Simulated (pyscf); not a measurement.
Elementary routes open to H₃Si–PH₂ + SiH₄ in the gas phase (singlet surface):
A. H₃Si–PH–SiH₃ + H₂ (H–P, H–Si broken; P–Si, H–H formed)
B. H₃Si–SiH₂–PH₂ + H₂ (H–Si, H–Si broken; Si–Si, H–H formed)

Structures and frequencies: ωB97X-D3(BJ)/def2-SVP in PySCF.

Question: Rank the routes by free-energy barrier at 900 K, lowest first, for ωB97M-D3(BJ)/def2-TZVP energies (ideal gas, 1 atm, RRHO with modes under 100 cm⁻¹ raised to 100, one conformer, R ln 2 for chiral ones without a mode under 150 cm⁻¹).

Answer: A (90.0 kcal/mol), B (98.9 kcal/mol)

Route A is the fastest of these, ahead of the next by 8.9 kcal/mol. The most stable products are those of A (ΔG = +0.2 kcal/mol), so kinetics and thermodynamics agree. At 298 K A is still the fastest. Only these routes are compared; each barrier is that of the saddle found, and lower ones may exist.
